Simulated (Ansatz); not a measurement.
# BH3S2 (built from SMILES SBS): a barrier at many levels of theory

Aim: the barrier and energy of one elementary step (S2–H4 formed, B1–S2 broken, S3–H4 broken) from LDA up to coupled cluster, on fixed structures, to see where each rung fails.

Computed with Ansatz 0.2.0, Gaussian basis. Level: single points in def2-TZVPP on PBE0-D4/def2-TZVP structures.

Levels: SPW92, PBE-D4, BLYP-D4, r2SCAN-D4, B97M-V, PBE0-D4, B3LYP-D4, r2SCAN0-D4, BHLYP-D4, CAM-B3LYP-D4, wB97X-V, wB97M-V, B2PLYP, PBE-QIDH, RPA on PBE, Hartree-Fock, MP2, CCSD, CCSD(T). The reference is CCSD(T) at the basis limit, from triple and quadruple zeta. Zero-point energies come from PBE0-D4 vibrations.

Cores are frozen in the correlated methods. B3LYP uses VWN-RPA correlation. B2PLYP carries no dispersion term here.

43 further runs of the same task are left out: 1 that didn't finish, 42 set aside as unsound or not needed.

### Step 1. Start, saddle and end, as given

Charge 0, multiplicity 1. The folders r, ts and p hold the start, the saddle and the end; their coordinates stand in the first inputs.

```tsv
pair	r (Å)	ts (Å)	p (Å)
S2–H4	2.957	1.487	1.342
B1–S2	1.787	1.998	3.405
S3–H4	1.346	1.924	3.557
```

### Step 2. SPW92/def2-TZVPP

The input, r/in.yaml:

```yaml
crystal:
  periodic: [false, false, false]
  atoms:
    - {symbol: B, position_ang: [-0.402669, -0.017985, -0.202415]}
    - {symbol: S, position_ang: [0.598867, -0.669210, 1.126001]}
    - {symbol: S, position_ang: [0.198329, 1.220239, -1.336613]}
    - {symbol: H, position_ang: [1.437188, 1.378378, -0.835939]}
    - {symbol: H, position_ang: [-1.518255, -0.393574, -0.376738]}
    - {symbol: H, position_ang: [-0.313460, -1.517849, 1.625604]}
basis:
  gaussian: {orbitals: def2-TZVPP}
hamiltonian: {xc: lda}
```

The input, ts/in.yaml:

```yaml
crystal:
  periodic: [false, false, false]
  atoms:
    - {symbol: B, position_ang: [-0.615705, -0.011024, -0.589296]}
    - {symbol: S, position_ang: [0.753530, -0.871452, 0.584325]}
    - {symbol: S, position_ang: [0.070695, 1.460415, -1.115332]}
    - {symbol: H, position_ang: [1.177293, 0.472272, 0.110218]}
    - {symbol: H, position_ang: [-1.628156, -0.615801, -0.740629]}
    - {symbol: H, position_ang: [0.242343, -0.434410, 1.750613]}
basis:
  gaussian: {orbitals: def2-TZVPP}
hamiltonian: {xc: lda}
```

The input, p/in.yaml:

```yaml
crystal:
  periodic: [false, false, false]
  atoms:
    - {symbol: B, position_ang: [-1.095474, 0.374909, -1.077912]}
    - {symbol: S, position_ang: [0.953337, -1.118242, 1.194755]}
    - {symbol: S, position_ang: [-0.551913, 1.882612, -1.094669]}
    - {symbol: H, position_ang: [1.729879, -0.441384, 0.335181]}
    - {symbol: H, position_ang: [-1.533211, -0.713711, -1.105433]}
    - {symbol: H, position_ang: [0.497382, 0.015814, 1.747979]}
basis:
  gaussian: {orbitals: def2-TZVPP}
hamiltonian: {xc: lda}
```

Each run has its own folder and the same command.

Command:

```
$ ansatz run in.yaml --threads 2 --pin off --events-out ev --progress --plain --max-ram 4352MiB
```

Output in r, shortened:

```text
Functional definition: SPW92
  name "SPW92"
  cite "Dirac, Proc. Camb. Phil. Soc. 26, 376 (1930) doi:10.1017/S0305004100016108"
  cite "Slater, Phys. Rev. 81, 385 (1951) doi:10.1103/PhysRev.81.385"
  cite "Perdew & Wang, Phys. Rev. B 45, 13244 (1992) doi:10.1103/PhysRevB.45.13244"
[...]
914 factors; their error is unknown
[...]
mean field -22315.45136544 eV, -820.0777117236 hartree, gradient 4.1e-5 eV, S^2 0.000000; 0 other end points of the search recorded, 0 dependent functions left out
reference -22315.45139711 eV, -820.0777128877 hartree; 20, 20 occupied and 137, 137 virtual orbitals, 914 factors
Total energy: -22315.45139711 eV, -820.0777128877 hartree
```

ts printed, shortened:

```text
[... 5 set-up lines as earlier in the session ...]
[...]
914 factors; their error is unknown
[...]
mean field -22313.83766961 eV, -820.0184094956 hartree, gradient 3.5e-5 eV, S^2 0.000000; 0 other end points of the search recorded, 0 dependent functions left out
reference -22313.83770089 eV, -820.0184106453 hartree; 20, 20 occupied and 137, 137 virtual orbitals, 914 factors
Total energy: -22313.83770089 eV, -820.0184106453 hartree
```

Log of p, shortened:

```text
[... 5 set-up lines as earlier in the session ...]
[...]
914 factors; their error is unknown
[...]
mean field -22313.79684144 eV, -820.0169090880 hartree, gradient 4.2e-5 eV, S^2 0.000000; 0 other end points of the search recorded, 0 dependent functions left out
reference -22313.79687717 eV, -820.0169104011 hartree; 20, 20 occupied and 137, 137 virtual orbitals, 914 factors
Total energy: -22313.79687717 eV, -820.0169104011 hartree
```

They took 1.4 s (r), 1.4 s (ts), 1.2 s (p) on 2 threads of Arm Neoverse N1, shared host.

This gives 37.2 kcal/mol for the barrier and +38.2 kcal/mol for the step.

### Step 3. PBE-D4/def2-TZVPP

Each input of step 2 (r, ts, p) changes in the same lines:

```diff
-hamiltonian: {xc: lda}
+hamiltonian: {xc: pbe, dispersion: d4}
```

The same command starts each run, in its folder.

Command:

```
$ ansatz run in.yaml --threads 2 --pin off --events-out ev --progress --plain --max-ram 4352MiB
```

Output in r, shortened:

```text
Functional definition: PBE
  name "PBE"
  cite "Perdew, Burke & Ernzerhof, Phys. Rev. Lett. 77, 3865 (1996) doi:10.1103/PhysRevLett.77.3865"
  parent pbe
[...]
914 factors; their error is unknown
[...]
mean field -22387.80263192 eV, -822.7365717255 hartree, gradient 4.9e-5 eV, S^2 0.000000; 0 other end points of the search recorded, 0 dependent functions left out
reference -22387.80266559 eV, -822.7365729628 hartree; 20, 20 occupied and 137, 137 virtual orbitals, 914 factors
Total energy: -22387.92689817 eV, -822.7411384260 hartree
```

Log of ts, shortened:

```text
[... 4 set-up lines as earlier in the session ...]
[...]
914 factors; their error is unknown
[...]
mean field -22386.07813549 eV, -822.6731976504 hartree, gradient 5.0e-5 eV, S^2 0.000000; 0 other end points of the search recorded, 0 dependent functions left out
reference -22386.07816883 eV, -822.6731988756 hartree; 20, 20 occupied and 137, 137 virtual orbitals, 914 factors
Total energy: -22386.20782357 eV, -822.6779635995 hartree
```

p printed, shortened:

```text
[... 4 set-up lines as earlier in the session ...]
[...]
914 factors; their error is unknown
[...]
mean field -22386.41389199 eV, -822.6855364742 hartree, gradient 3.5e-5 eV, S^2 0.000000; 0 other end points of the search recorded, 0 dependent functions left out
reference -22386.41392996 eV, -822.6855378699 hartree; 20, 20 occupied and 137, 137 virtual orbitals, 914 factors
Total energy: -22386.52168106 eV, -822.6894976497 hartree
```

They took 2.3 s (r), 2.4 s (ts), 2 s (p) on 2 threads of Arm Neoverse N1, shared host.

At this level: barrier 39.6 kcal/mol, step energy +32.4 kcal/mol.

### Step 4. BLYP-D4/def2-TZVPP

The same edit goes into each in.yaml of step 3 (r, ts, p):

```diff
-hamiltonian: {xc: pbe, dispersion: d4}
+hamiltonian: {xc: {name: BLYP}, dispersion: d4}
```

The same command starts each run, in its folder.

Command:

```
$ ansatz run in.yaml --threads 2 --pin off --events-out ev --progress --plain --max-ram 4352MiB
```

Output in r, shortened:

```text
Functional definition: BLYP
  name "BLYP"
  cite "Becke, Phys. Rev. A 38, 3098 (1988) doi:10.1103/PhysRevA.38.3098"
  cite "Lee, Yang & Parr, Phys. Rev. B 37, 785 (1988) doi:10.1103/PhysRevB.37.785"
[...]
914 factors; their error is unknown
[...]
mean field -22397.76418949 eV, -823.1026522139 hartree, gradient 2.7e-5 eV, S^2 0.000000; 0 other end points of the search recorded, 0 dependent functions left out
reference -22397.76449006 eV, -823.1026632597 hartree; 20, 20 occupied and 137, 137 virtual orbitals, 914 factors
Total energy: -22398.04242703 eV, -823.1128772548 hartree
```

Log of ts, shortened:

```text
[... 4 set-up lines as earlier in the session ...]
[...]
914 factors; their error is unknown
[...]
mean field -22395.93971199 eV, -823.0356039026 hartree, gradient 6.5e-5 eV, S^2 0.000000; 0 other end points of the search recorded, 0 dependent functions left out
reference -22395.94000612 eV, -823.0356147115 hartree; 20, 20 occupied and 137, 137 virtual orbitals, 914 factors
Total energy: -22396.23169906 eV, -823.0463342293 hartree
```

Output in p, shortened:

```text
[... 4 set-up lines as earlier in the session ...]
[...]
914 factors; their error is unknown
[...]
mean field -22396.63124083 eV, -823.0610171187 hartree, gradient 4.1e-5 eV, S^2 0.000000; 0 other end points of the search recorded, 0 dependent functions left out
reference -22396.63157029 eV, -823.0610292262 hartree; 20, 20 occupied and 137, 137 virtual orbitals, 914 factors
Total energy: -22396.85976561 eV, -823.0694152494 hartree
```

They took 2.3 s (r), 2.6 s (ts), 2.1 s (p) on 2 threads of Arm Neoverse N1, shared host.

This gives 41.8 kcal/mol for the barrier and +27.3 kcal/mol for the step.

### Step 5. r2SCAN-D4/def2-TZVPP

Each input of step 4 (r, ts, p) changes in the same lines:

```diff
-hamiltonian: {xc: {name: BLYP}, dispersion: d4}
+hamiltonian: {xc: r2scan, dispersion: d4}
```

One command serves all of them, each in its own folder.

Command:

```
$ ansatz run in.yaml --threads 2 --pin off --events-out ev --progress --plain --max-ram 4352MiB
```

Output in r, shortened:

```text
Functional definition: r2SCAN
  name "r2SCAN"
  cite "Furness, Kaplan, Ning, Perdew & Sun, J. Phys. Chem. Lett. 11, 8208 (2020) doi:10.1021/acs.jpclett.0c02405"
  cite "Furness, Kaplan, Ning, Perdew & Sun, J. Phys. Chem. Lett. 11, 9248 (2020) doi:10.1021/acs.jpclett.0c03077"
  parent r2scan
[...]
914 factors; their error is unknown
[...]
mean field -22396.40228128 eV, -823.0526030104 hartree, gradient 7.8e-5 eV, S^2 0.000000; 0 other end points of the search recorded, 0 dependent functions left out
reference -22396.40229121 eV, -823.0526033751 hartree; 20, 20 occupied and 137, 137 virtual orbitals, 914 factors
Total energy: -22396.42971689 eV, -823.0536112506 hartree
```

Output in ts, shortened:

```text
[... 5 set-up lines as earlier in the session ...]
[...]
914 factors; their error is unknown
[...]
mean field -22394.52933622 eV, -822.9837735490 hartree, gradient 6.4e-5 eV, S^2 0.000000; 0 other end points of the search recorded, 0 dependent functions left out
reference -22394.52934621 eV, -822.9837739160 hartree; 20, 20 occupied and 137, 137 virtual orbitals, 914 factors
Total energy: -22394.55747814 eV, -822.9848077452 hartree
```

Log of p, shortened:

```text
[... 5 set-up lines as earlier in the session ...]
[...]
914 factors; their error is unknown
[...]
mean field -22394.99640775 eV, -823.0009381111 hartree, gradient 3.5e-5 eV, S^2 0.000000; 0 other end points of the search recorded, 0 dependent functions left out
reference -22394.99641883 eV, -823.0009385182 hartree; 20, 20 occupied and 137, 137 virtual orbitals, 914 factors
Total energy: -22395.02415016 eV, -823.0019576259 hartree
```

They took 4.9 s (r), 5.5 s (ts), 4.8 s (p) on 2 threads of Arm Neoverse N1, shared host.

Barrier 43.2 kcal/mol; end less start +32.4 kcal/mol.

### Step 6. B97M-V/def2-TZVPP

The same edit goes into each in.yaml of step 5 (r, ts, p):

```diff
-hamiltonian: {xc: r2scan, dispersion: d4}
+hamiltonian: {xc: {name: B97M-V}}
```

The same command starts each run, in its folder.

Command:

```
$ ansatz run in.yaml --threads 2 --pin off --events-out ev --progress --plain --max-ram 4352MiB
```

Output in r, shortened:

```text
Functional definition: B97M-V
  name "B97M-V"
  cite "Mardirossian & Head-Gordon, J. Chem. Phys. 142, 074111 (2015) doi:10.1063/1.4907719"
  cite "Becke, J. Chem. Phys. 107, 8554 (1997) doi:10.1063/1.475007"
  cite "Vydrov & Van Voorhis, J. Chem. Phys. 133, 244103 (2010) doi:10.1063/1.3521275"
  # Of w^i u^j: cxij and so on, Table III.
[...]
  gx(w, u) = cx00 + cx01*u + cx02*u^2 + (cx10 + cx11*u)*w
[...]
  gos(w, u) = cos00 + cos01*u + cos03*u^3 + cos10*w + cos32*w^3*u^2
[...]
      + integral(e_c_pw_mod_opposite_spin*gos(b97_w_opposite, b97_u_opposite)) + vv10(b, c)
914 factors; their error is unknown
[...]
mean field -22393.20059950 eV, -822.9349433750 hartree, gradient 6.9e-5 eV, S^2 0.000000; 0 other end points of the search recorded, 0 dependent functions left out
reference -22393.20065037 eV, -822.9349452445 hartree; 20, 20 occupied and 137, 137 virtual orbitals, 914 factors
Total energy: -22393.20065037 eV, -822.9349452445 hartree
```

Log of ts, shortened:

```text
[... 5 set-up lines as earlier in the session ...]
  # Of w^i u^j: cxij and so on, Table III.
[...]
  gx(w, u) = cx00 + cx01*u + cx02*u^2 + (cx10 + cx11*u)*w
[...]
  gos(w, u) = cos00 + cos01*u + cos03*u^3 + cos10*w + cos32*w^3*u^2
[...]
      + integral(e_c_pw_mod_opposite_spin*gos(b97_w_opposite, b97_u_opposite)) + vv10(b, c)
914 factors; their error is unknown
[...]
mean field -22391.20461551 eV, -822.8615923163 hartree, gradient 5.0e-5 eV, S^2 0.000000; 0 other end points of the search recorded, 0 dependent functions left out
reference -22391.20466605 eV, -822.8615941736 hartree; 20, 20 occupied and 137, 137 virtual orbitals, 914 factors
Total energy: -22391.20466605 eV, -822.8615941736 hartree
```

p printed, shortened:

```text
[... 5 set-up lines as earlier in the session ...]
  # Of w^i u^j: cxij and so on, Table III.
[...]
  gx(w, u) = cx00 + cx01*u + cx02*u^2 + (cx10 + cx11*u)*w
[...]
  gos(w, u) = cos00 + cos01*u + cos03*u^3 + cos10*w + cos32*w^3*u^2
[...]
      + integral(e_c_pw_mod_opposite_spin*gos(b97_w_opposite, b97_u_opposite)) + vv10(b, c)
914 factors; their error is unknown
[...]
mean field -22391.87177167 eV, -822.8861098529 hartree, gradient 1.3e-5 eV, S^2 0.000000; 0 other end points of the search recorded, 0 dependent functions left out
reference -22391.87182728 eV, -822.8861118967 hartree; 20, 20 occupied and 137, 137 virtual orbitals, 914 factors
Total energy: -22391.87182728 eV, -822.8861118967 hartree
```

They took 12 s (r), 10 s (ts), 11 s (p) on 2 threads of Arm Neoverse N1, shared host.

At this level: barrier 46.0 kcal/mol, step energy +30.6 kcal/mol.

### Step 7. PBE0-D4/def2-TZVPP

The same edit goes into each in.yaml of step 6 (r, ts, p):

```diff
-hamiltonian: {xc: {name: B97M-V}}
+hamiltonian: {xc: pbe0, dispersion: d4}
+output: {orbitals: {seedname: orbitals}}
```

The same command starts each run, in its folder.

Command:

```
$ ansatz run in.yaml --threads 2 --pin off --events-out ev --progress --plain --max-ram 4352MiB
```

Log of r, shortened:

```text
Functional definition: PBE0
  name "PBE0"
  cite "Adamo & Barone, J. Chem. Phys. 110, 6158 (1999) doi:10.1063/1.478522"
[... 2 set-up lines as earlier in the session ...]
[...]
976 factors; their error is unknown
[...]
mean field -22389.78444372 eV, -822.8094019657 hartree, gradient 2.4e-5 eV, S^2 0.000000; 0 other end points of the search recorded, 0 dependent functions left out
reference -22389.78446870 eV, -822.8094028837 hartree; 20, 20 occupied and 137, 137 virtual orbitals, 976 factors
Total energy: -22389.88863788 eV, -822.8132310306 hartree
```

Log of ts, shortened:

```text
[... 5 set-up lines as earlier in the session ...]
[...]
976 factors; their error is unknown
[...]
mean field -22387.87467334 eV, -822.7392191987 hartree, gradient 4.9e-5 eV, S^2 0.000000; 0 other end points of the search recorded, 0 dependent functions left out
reference -22387.87469861 eV, -822.7392201273 hartree; 20, 20 occupied and 137, 137 virtual orbitals, 976 factors
Total energy: -22387.98292509 eV, -822.7431973773 hartree
```

Output in p, shortened:

```text
[... 5 set-up lines as earlier in the session ...]
[...]
976 factors; their error is unknown
[...]
mean field -22388.32061768 eV, -822.7556073511 hartree, gradient 5.0e-5 eV, S^2 0.000000; 0 other end points of the search recorded, 0 dependent functions left out
reference -22388.32064602 eV, -822.7556083926 hartree; 20, 20 occupied and 137, 137 virtual orbitals, 976 factors
Total energy: -22388.41464440 eV, -822.7590627691 hartree
```

They took 3.1 s (r), 3.2 s (ts), 3 s (p) on 2 threads of Arm Neoverse N1, shared host.

Barrier 43.9 kcal/mol; end less start +34.0 kcal/mol.

Fields of r:

Orbitals, density, ELF and potential are computed afterwards from the orbital file.

Frontier orbitals at PBE0-D4/def2-TZVPP, with the share of their density that lies nearest to each atom:

```tsv
orbital	energy (eV)	lies on
HOMO-1	-9.05	S2, S3 about 34 % each; B1 22 %
HOMO	-7.57	S2, S3 about 42 % each
LUMO	-0.93	B1 50 %; S2, S3 about 15 % each; H5 14 %
```

ELF in a plane through or near 6 of the atoms.

Ten even steps from ' ' (0.00) to '@' (1.00):
```
                                                        
                                                        
                            ....                        
                          ++%%@@%%++::                  
            ....        ..%%@@@@@@@@##::                
        ::--++++==::    ::@@@@@@@@@@%%--                
      ..++##%%%%##**==::--@@@@@@@@@@**                  
      ::**%%@@@@++==++**++++##@@@@++..                  
      ::**%%%%==++++..%%**==##==++..  ..==++==..        
      ..--++##--**++..%%##....##**--++##@@@@%%**        
        ::==****::::==##**==**%%##++##@@@@@@@@##        
        ..--##@@@@@@**--::++##==::..##@@@@@@@@**        
        ..==@@@@@@@@%%..  --**..--**--##%%%%**--        
          ==@@@@@@@@**    ==##==--::++**==--..          
          ..**%%%%##::    ==##@@@@%%%%**::              
            ..::::..      --**%%%%%%##++..              
                          ..--++**++==::                
                              ......                    
                                                        
                                                        
```
The map spans 9.6 Å across and 8.3 Å up, centred on the molecule. Atoms in the plane (x, y in Å): B1 (0.0, 0.5), S2 (1.0, -1.0), S3 (-1.8, 0.4), H4 (-1.9, -1.0), H5 (0.5, 1.5), H6 (2.2, -0.4).

On the surface of density 0.002 e/bohr³ the electrostatic potential runs, from the 1st to the 99th percentile, from -0.48 V near S3 to 1.44 V near H6.

Fields of ts:

Orbitals, density, ELF and potential are computed afterwards from the orbital file.

Frontier orbitals at PBE0-D4/def2-TZVPP, with the share of their density that lies nearest to each atom:

```tsv
orbital	energy (eV)	lies on
HOMO	-6.66	S3 63 %; S2 17 %; H4 13 %
LUMO	-1.42	B1 38 %; S3 26 %; H5, H6 about 11 % each
```

ELF in a plane through or near 3 of the atoms.

Ten even steps from ' ' (0.00) to '@' (1.00):
```
                                                        
                                                        
                          ..::::--::::::....            
                        ..--++********++++==--..        
                    ....--++##%%%%%%%%%%%%##**==..      
                ..::--====++##%%%%####%%%%%%##**::      
              ..--++##%%##++##%%**::..==%%@@%%##--..    
            ..--++##%%@@@@++++**==::::==##%%##**--..    
          ..::==**##%%%%**--::++####**######**==::      
        ..::==++**++==++**==--====##%%**++--::..        
        ..--++####==--==##%%++::@@..--==::..            
        ..--++##%%##++**%%##++::--==%%##==..            
          ::==++******++++====##@@@@@@@@@@**::          
            ..::------::....--##@@@@@@@@@@@@++..        
                  ..        ::##@@@@@@@@@@@@++          
                            ..**@@@@@@@@@@##::          
                              ::**%%%%##++::            
                                  ....                  
                                                        
                                                        
```
The map spans 8.5 Å across and 8.0 Å up, centred on the molecule. Atoms in the plane (x, y in Å): B1 (0.8, -0.3), H4 (-0.6, 1.1), H5 (1.3, -1.4).

On the surface of density 0.002 e/bohr³ the electrostatic potential runs, from the 1st to the 99th percentile, from -1.11 V near S3 to 2.13 V near H6.

Fields of p:

The fields below are evaluated on a grid from the run's orbitals.

Frontier orbitals at PBE0-D4/def2-TZVPP, with the share of their density that lies nearest to each atom:

```tsv
orbital	energy (eV)	lies on
HOMO	-7.58	S2 66 %; S3 13 %; H4, H6 about 9 % each
LUMO	-1.14	B1 49 %; S3 31 %; H5 18 %
```

ELF in a plane through or near 4 of the atoms.

Ten even steps from ' ' (0.00) to '@' (1.00):
```
                                                        
                                    ......              
                              ..--==++++==--::..        
                            ::==**##%%%%%%##**==::      
                          ..==**%%%%%%%%%%%%##**==..    
                          ..++##%%##==--++%%%%##++::    
                          ..==##%%::++%%==##%%##**::    
      ::::::::::::::..      --**##++::--::##%%##++::    
    ::++****++++++====::    ..++%%%%%%##%%%%##**==::    
  ::++%%%%%%%%======++++::  ..--**--::::++##**++--..    
  --**%%@@@@##::::..++**==..  ::--::##**..++==--::      
  --##@@@@@@##**%%--++%%**..  ::##++::::++==--..        
  ::++%%@@@@@@==--++@@@@##..  --@@@@@@@@@@##==..        
  ..--**%%%%%%@@@@@@@@@@**..  --@@@@@@@@@@@@++..        
      --++**##%%%%%%%%%%--    ::@@@@@@@@@@@@++..        
        ..::--==++++++==..      ##@@@@@@@@**..          
            ....::::::..        --##%%##**..            
                                                        
                                                        
                                                        
```
The map spans 8.8 Å across and 8.0 Å up, centred on the molecule. Atoms in the plane (x, y in Å): B1 (1.6, -0.2), S2 (-1.8, -0.5), S3 (1.8, 1.4), H5 (1.5, -1.4).

On the surface of density 0.002 e/bohr³ the electrostatic potential runs, from the 1st to the 99th percentile, from -0.65 V near S2 to 1.37 V near H4.

[end of part 1 of 3]
